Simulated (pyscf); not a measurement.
H₃C–O–O• + H atom (H•) → oxygen (O=O) [triplet] + methane (CH₄), a substitution at C (triplet surface; C–O broken, C–H formed). Structures and frequencies: ωB97X-D3(BJ)/def2-SVP in PySCF. MP2 and CC: frozen core, UHF for open shells. ΔMP2 is the change of the MP2 total energy from the triple- to the quadruple-zeta basis. Energies in eV from the separated reactants.

Small-basis levels: PySCF, no dispersion term, spherical d functions. AM1 to PM7: differences of heats of formation from MOPAC. GFN2-xTB: tblite. Open shells are spin-unrestricted. 

| level | barrier | reaction energy |
|---|---|---|
| HF/STO-3G | 1.69 | -3.12 |
| HF/6-31G* | 1.43 | -3.02 |
| SVWN5/6-31G* | -0.02 | -3.06 |
| BP86/6-31G* | 0.15 | -3.30 |
| B3LYP/6-31G* | 0.49 | -3.33 |
| B3LYP/6-311+G** | 0.47 | -3.37 |
| GFN2-xTB | 1.01 | -1.02 |
| AM1 | 0.31 | -3.36 |
| PM3 | 0.20 | -3.14 |
| CCSD(T)/def2-TZVPP + ΔMP2(QZVPP) | 0.71 | -3.30 |

Against the last row the barrier runs from -0.73 (SVWN5/6-31G*) to +0.98 eV (HF/STO-3G). At SVWN5/6-31G* this geometry lies under one side, so the entry may be no barrier of that level: it is a single point on another level's saddle. CCSD(T)/def2-TZVPP + ΔMP2(QZVPP) has limits of its own. Abstraction by the radical was not located in this set and often lies lower. H₃C–O–O• + H• also meet on a surface of lower spin, which isn't treated here. H₃C–O–O• lies 2.13 eV over its isomer HO–CH•–OH (electronic energy, ωB97M-D3(BJ)). This is the saddle that the search found; another between the same sides may lie lower. The angle at the attacked C is 180°. The CCSD(T) − MP2 part came from Ansatz, without density fitting, on the same reference. A UHF reference is spin-contaminated (<S²> up to 2.11), which harms MP2 most.
